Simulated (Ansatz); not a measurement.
Abridged output of a molecular run in Ansatz:

```
Functional definition: HF
1433 factors; integrals over basis functions are off by at most 1.3e-3 eV
mean field evaluation 1: about -7329.5337 eV, gradient 3.4e1 eV
mean field evaluation 2: about -7329.5464 eV, gradient 3.4e1 eV
mean field evaluation 4: about -7333.3221 eV, gradient 4.0e0 eV
mean field evaluation 8: about -7333.3774 eV, gradient 6.5e-4 eV
mean field -7333.37735369 eV, -269.4966470065 hartree, gradient 1.5e-6 eV, S^2 0.000000; 0 other end points of the search recorded, 0 dependent functions left out; unrestricted orbitals would lower it
7 core orbitals not correlated: weight in the atoms' cores, before any rotation towards them, 1.000 or more for the frozen orbitals, at most 0.000 for the correlated occupied ones
reference -7333.37735369 eV, -269.4966470065 hartree; 18, 18 occupied and 113, 113 virtual orbitals, 1433 factors
second order -24.96864187 eV of doubles, -0.00000000 eV of singles
cycle   1  -25.76615651 eV  change   -8.0e-1 eV  update   1.1e-1
cycle   2  -26.47771172 eV  change   -7.1e-1 eV  update   3.8e-2
cycle   3  -26.64302818 eV  change   -1.7e-1 eV  update   1.8e-2
cycle   4  -26.64572547 eV  change   -2.7e-3 eV  update   5.6e-3
cycle   5  -26.64762814 eV  change   -1.9e-3 eV  update   2.1e-3
cycle   6  -26.64788896 eV  change   -2.6e-4 eV  update   6.3e-4
cycle   7  -26.64772591 eV  change    1.6e-4 eV  update   2.5e-4
cycle   8  -26.64775235 eV  change   -2.6e-5 eV  update   1.0e-4
cycle   9  -26.64773390 eV  change    1.8e-5 eV  update   3.5e-5
perturbative correction -1.08769058 eV, -0.0399718916 hartree
Total energy: -7361.11277818 eV, -270.5159050565 hartree
```

Its atoms:

```xyz
15

C     1.6267    1.6549    0.7473
C     0.7317    0.7445    0.3362
C     0.3982   -0.4265    1.1363
C    -0.4899   -1.3361    0.7351
C    -1.2192   -1.2406   -0.5603
C    -0.8560   -0.0330   -1.3534
C     0.0347    0.8672   -0.9372
H     1.8661    2.5218    0.1427
H     2.1385    1.5521    1.6970
H     0.9041   -0.5411    2.0900
H    -0.7066   -2.1931    1.3654
H    -2.3045   -1.2548   -0.3789
H    -1.0385   -2.1470   -1.1575
H    -1.3510    0.1003   -2.3104
H     0.2656    1.7314   -1.5523
```

**Question.** Which basis set was used?
A. def2-SVP
B. cc-pV(T+d)Z
C. def2-SVPD
D. def2-TZVPPD

**Answer.** A. It gives 138 functions.

**Question.** Write the keys of the input that set method, charge and spin (a neutral closed shell needs none for the last two).

**Answer.** 
```yaml
correlation: {method: ccsd_t}
```
